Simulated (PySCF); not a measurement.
Shifts of the heteroatoms

Bonds (- single, = double, # triple, : aromatic): B1-N2 1.639 Å. B1 carries H3, H4, H5; N2 carries H6, H7, H8. Formal charges: B1 -1, N2 +1.

Computational details: geometry from PBE0-D3(BJ)/def2-TZVP, GIAO B97-2/pcSseg-2 shieldings, in PySCF (fast rotation and ring inversion assumed for equivalent nuclei, gas phase, one computed conformer, no relativistic terms).

(1) Predict the 11B NMR data.

(2) What are the 15N shifts?

Answers

(1) 
```csv
atoms,environment,σ (ppm),δ (ppm)
B1,"boron bonded to N, 3 H",123.9,-23.1
```

Shieldings were converted by a linear fit to measured shifts: 11B (scatter 2.4 ppm rms, 9.8 ppm with the 3 outliers that the fit left out vs BF3·OEt2, solution or neat liquid). A few per cent of atoms miss by over 2 rms, more outside the fitted compound classes.

On a 600 MHz spectrometer 11B resonates near 192.5 MHz, so 1 ppm is 192.5 Hz.

(2) 
| atoms | environment | σ (ppm) | δ (ppm) |
| --- | --- | --- | --- |
| N2 | donor nitrogen of a Lewis adduct | 227.4 | -359.0 |

Shieldings were converted by a linear fit to measured shifts: 15N: δ = -149.73 − 0.920σ (rms 6.4 ppm, 44 shifts vs CH3NO2, solution or neat liquid). A few per cent of atoms miss by over 2 rms, more outside the fitted compound classes.

On a 400 MHz spectrometer 15N resonates near 40.5 MHz, so 1 ppm is 40.5 Hz.
